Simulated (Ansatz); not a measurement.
**wB97X/def2-TZVP run of SiNH5 (SMILES [SiH3]N)**

What is the energy change on altering one bond length of SiNH5 at wB97X/def2-TZVP? 

Program for the calculation: Ansatz 0.2.0.

55 further runs of the same task are left out: 55 set aside as unsound or not needed.

### 1 The system as given

SiNH5 has 7 atoms, charge 0, and is taken as a singlet. SMILES: `[SiH3]N`. The coordinates come from a PBE0-D4/def2-TZVP relaxation.

Bond lengths: Si1–N2 1.720 Å, Si1–H3 1.486 Å, Si1–H4 1.486 Å, Si1–H5 1.494 Å, N2–H6 1.007 Å, N2–H7 1.007 Å. Angles: Si1–N2–H6 119.6°, Si1–N2–H7 119.6°, N2–Si1–H3 107.9°, N2–Si1–H4 107.9°, N2–Si1–H5 116.0°, H6–N2–H7 110.7°, H3–Si1–H4 110.5°, H3–Si1–H5 107.3°, H4–Si1–H5 107.3°.

### 2 The energy at wB97X/def2-TZVP

Contents of in.yaml:

```yaml
crystal:
  periodic: [false, false, false]
  atoms:
    - {symbol: Si, position_ang: [-0.413010, -0.292700, -0.422350]}
    - {symbol: N, position_ang: [0.611760, 0.348670, 0.801280]}
    - {symbol: H, position_ang: [-0.018320, -1.706330, -0.653330]}
    - {symbol: H, position_ang: [-1.813170, -0.217090, 0.068940]}
    - {symbol: H, position_ang: [-0.367930, 0.402730, -1.743970]}
    - {symbol: H, position_ang: [0.391580, 1.238230, 1.219480]}
    - {symbol: H, position_ang: [1.609100, 0.226510, 0.729930]}
basis:
  gaussian:
    orbitals: def2-TZVP
hamiltonian:
  xc: {name: wB97X}
accuracy: high
output: {orbitals: {seedname: orbitals}}
```

The run is started by

```bash
$ ansatz run in.yaml --threads 1 --pin off --max-ram 3480MiB --events-out events.jsonl --progress --plain --runs-dir runs
```

Standard output:

```text
Warning: RAYON_NUM_THREADS=1 ignored (pool sized by the plan → 1); use --threads N
Functional definition: wB97X
  name "wB97X"
  parameter omega = 0.3/bohr
  parameter cx = 0.157706
  parameter cx1 = 0.726479
  parameter cx2 = 1.04760
  parameter cx3 = -5.70635
  parameter cx4 = 13.2794
  parameter css1 = -4.33879
  parameter css2 = 18.2308
  parameter css3 = -31.7430
  parameter css4 = 17.2901
  parameter cos1 = 2.37031
  parameter cos2 = -11.3995
  parameter cos3 = 6.58405
  parameter cos4 = -3.78132
  exchange = spin_sum(e_x_unif_sr(omega)*poly(b97_u_x, 1 - cx, cx1, cx2, cx3, cx4)) + cx*exact_x_sr(omega)
      + exact_x_lr(omega)
  correlation = spin_sum(e_c_pw_same_spin*poly(b97_u_same, 1, css1, css2, css3, css4))
      + integral(e_c_pw_opposite_spin*poly(b97_u_opposite, 1, cos1, cos2, cos3, cos4))
1820 factors; integrals over basis functions are off by at most 3.8e-9 eV
317 factors; integrals over basis functions are off by at most 2.2e-9 eV
mean field evaluation 1: about -9446.0821 eV, gradient 4.6e1 eV
mean field evaluation 2: about -9446.2768 eV, gradient 4.4e1 eV
mean field evaluation 4: about -9449.9830 eV, gradient 3.3e-1 eV
mean field evaluation 8: about -9449.9828 eV, gradient 1.9e-2 eV
mean field evaluation 16: about -9449.9829 eV, gradient 3.2e-6 eV
mean field -9449.98285059 eV, -347.2804643306 hartree, gradient 6.1e-8 eV, S^2 0.000000; 0 other end points of the search recorded, 0 dependent functions left out
reference -9449.98284745 eV, -347.2804642154 hartree; 13, 13 occupied and 85, 85 virtual orbitals, 1820 factors
Total energy: -9449.98284745 eV, -347.2804642154 hartree
```

Wall time 16 s (1 thread of Arm Neoverse V2, shared host); peak memory 0.4 GiB.

### 3 The distorted shape at the same level

Contents of run.yaml:

```yaml
crystal:
  periodic: [false, false, false]
  atoms:
    - {symbol: Si, position_ang: [-0.236860, -1.004374, -0.756922]}
    - {symbol: "N", position_ang: [0.787910, -0.363004, 0.466708]}
    - {symbol: H, position_ang: [0.157830, -2.418004, -0.987902]}
    - {symbol: H, position_ang: [-1.637020, -0.928764, -0.265632]}
    - {symbol: H, position_ang: [-0.191780, -0.308944, -2.078542]}
    - {symbol: H, position_ang: [0.391580, 1.238230, 1.219480]}
    - {symbol: H, position_ang: [1.785250, -0.485164, 0.395358]}
basis:
  gaussian:
    orbitals: def2-TZVP
magnetization:
  spin_polarized: false
  initial_magnetization: 0
hamiltonian:
  xc: {name: wB97X}
accuracy: high
output: {orbitals: {seedname: orbitals}}
```

The run is started by

```bash
$ ansatz run run.yaml --threads 1 --pin off --max-ram 3480MiB --events-out events.jsonl --progress --plain --runs-dir runs
```

Standard output:

```text
Warning: RAYON_NUM_THREADS=1 ignored (pool sized by the plan → 1); use --threads N
[... 17 set-up lines as earlier in the session ...]
      + exact_x_lr(omega)
[... 1 set-up line as earlier in the session ...]
      + integral(e_c_pw_opposite_spin*poly(b97_u_opposite, 1, cos1, cos2, cos3, cos4))
1836 factors; integrals over basis functions are off by at most 3.7e-9 eV
332 factors; integrals over basis functions are off by at most 2.0e-9 eV
mean field evaluation 1: about -9439.8024 eV, gradient 5.1e1 eV
mean field evaluation 2: about -9435.4099 eV, gradient 6.6e1 eV
mean field evaluation 4: about -9445.8492 eV, gradient 1.1e0 eV
mean field evaluation 8: about -9445.8515 eV, gradient 2.3e-2 eV
mean field evaluation 16: about -9445.8515 eV, gradient 2.1e-5 eV
mean field -9445.85152861 eV, -347.1286410481 hartree, gradient 2.5e-8 eV, S^2 0.000000; 0 other end points of the search recorded, 0 dependent functions left out
reference -9445.85152528 eV, -347.1286409258 hartree; 13, 13 occupied and 85, 85 virtual orbitals, 1836 factors
Total energy: -9445.85152528 eV, -347.1286409258 hartree
```

Run time: 16 s. Hardware: 1 thread of Arm Neoverse V2, shared host; peak memory 0.4 GiB.

### 4 Summary of results

Level: wB97X/def2-TZVP.

```
                                                         quantity          value
                                        first shape: total energy  -347.28046 Eh
                                         first shape: HOMO energy       -9.89 eV
                                         first shape: LUMO energy        2.37 eV
                                       first shape: HOMO–LUMO gap       12.25 eV
                                    distorted shape: total energy  -347.12864 Eh
                                     distorted shape: HOMO energy       -9.75 eV
                                     distorted shape: LUMO energy       -1.03 eV
                                   distorted shape: HOMO–LUMO gap        8.72 eV
energy change with the N2–H6 bond stretched from 1.007 to 1.813 Å       4.131 eV
```

**Reading.** With the N2–H6 bond stretched from 1.007 to 1.813 Å the energy rises by 4.13 eV (95 kcal/mol). The first shape isn't relaxed at this level, so the change isn't measured from a minimum. A restricted reference can't describe the breaking bond well at this length.
